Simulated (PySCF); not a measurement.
Identify the unknown among the candidates.

All candidates are C5H5Cl.

- Dipole: 0.51 D [B3LYP/def2-SVPD]
- Polarisability: 75.7 au [B3LYP/def2-SVPD]
- UV, first state: lowest singlet excitation: 4.25 eV (292 nm, f = 0.021) [TDDFT B3LYP/def2-SVPD]
- UV, strongest line: among the 6 lowest singlet transitions: S6 at 6.32 eV (196 nm, f = 0.025) [TDDFT B3LYP/def2-SVPD]
- Rotational structure: rotational constants A, B, C: 11.747, 1.306, 1.184 GHz [PBE0-D3(BJ)/def2-SVP]

The electronic properties come from PySCF, for the isolated species, density fitting. Levels stand in brackets. One conformer (not necessarily the lowest) at the PBE0-D3(BJ)/def2-SVP geometry, without solvent, vibrations or thermal averaging.

Question: Which candidate is it?
A. `C=CC#CCCl`
B. `C=C1C=C1CCl`
C. `C#C/C=C\CCl`

Answer: B. It is `C=C1C=C1CCl`. Numbering: `[CH2:1]=[C:2]1[CH:3]=[C:4]1[CH2:5][Cl:6]`. Its formula, C5H5Cl, gives 3 degrees of unsaturation: 1 ring and 2 π bonds in the structure found. S1 is mainly HOMO→LUMO (weight 0.98); the largest Löwdin shares of the orbital it empties are 0.40 on the terminal =CH2 carbon, 0.26 on a fully substituted alkene carbon, 0.12 on the alkene CH carbon and 0.11 on a fully substituted alkene carbon, of the orbital it fills 0.37 on the alkene CH carbon, 0.33 on a fully substituted alkene carbon, 0.08 on the sp3 C–Cl carbon and 0.07 on a vinylic hydrogen. The optimised geometry has point group Cs and is an asymmetric top.

The others, at the same levels:
- `C#C/C=C\CCl` fails: its computed lowest singlet excitation is 5.04 eV (246 nm, f = 0.025) (against 4.25 eV), strongest line among the 6 lowest singlet transitions is S2 at 5.23 eV (237 nm, f = 0.290) (against S6 at 6.32 eV) and static isotropic polarisability is 78.5 au (against 75.7 au).
- `C=CC#CCCl` fails: its computed lowest singlet excitation is 5.07 eV (245 nm, f = 0.000) (against 4.25 eV), static isotropic polarisability is 82.6 au (against 75.7 au) and rotational constant A is 15.967 GHz (against 11.747 GHz).

Each candidate is one conformer, not necessarily the lowest. The conformers computed, where there is a choice (atom-mapped SMILES and torsion angles):
- `[CH2:1]=[C:2]1[CH:3]=[C:4]1[CH2:5][Cl:6]`: C3–C4–C5–Cl6 0°
- `[CH:1]#[C:2]/[CH:3]=[CH:4]\[CH2:5][Cl:6]`: C3–C4–C5–Cl6 -120°
